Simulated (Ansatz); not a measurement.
## Worked example: correlation energy of CH4, singlet

Geometry: displaced at random from a stationary point.

```xyz
5

C     0.0067   -0.0002    0.0103
H     0.6340    0.6136    0.6284
H    -0.5777   -0.5838    0.5855
H    -0.6755    0.6083   -0.6461
H     0.5389   -0.6352   -0.6908
```

Basis 6-31G; Ansatz 0.2.0. Only valence electrons are correlated (noble-gas cores frozen), which leaves 8 electrons in 16 orbitals. R marks a restricted (for open shells ROHF) determinant.

Full CI is exact within this basis and frozen core; it isn't the basis-set limit.

RCCSD has a T1 diagnostic of 0.004 and a largest doubles amplitude of 0.05.

Runs differ by some tens of microhartree through their thresholds, so steps under 0.03 kcal/mol mean nothing.

```
    level  total energy (hartree)
      RHF              -40.173155
     RMP2              -40.270633
    RCCSD              -40.289468
 RCCSD(T)              -40.291010
   RCCSDT              -40.291217
RCCSDT(Q)              -40.291301
  RCCSDTQ              -40.291296
  full CI              -40.291304
```

Q: What is the correlation energy at full CI, and what share of it do RMP2 and RCCSD recover?

A: E(corr) = -40.291304 − (-40.173155) = -0.118149 hartree = -3.215 eV. RMP2: -0.097478 / -0.118149 = 82.50 %. RCCSD: -0.116313 / -0.118149 = 98.45 %.

Q: By how many kcal/mol does RCCSD(T) miss full CI (1 hartree = 627.509 kcal/mol), and which steps make up the rest?

A: -40.291010 − (-40.291304) = 0.000294 hartree = 0.18 kcal/mol. Steps: RCCSDT − RCCSD(T) = -0.13, RCCSDT(Q) − RCCSDT = -0.05, RCCSDTQ − RCCSDT(Q) = 0.00, full CI − RCCSDTQ = -0.01 kcal/mol. That is within 1 kcal/mol of the reference in this basis, which itself misses far more of the correlation at the basis-set limit.
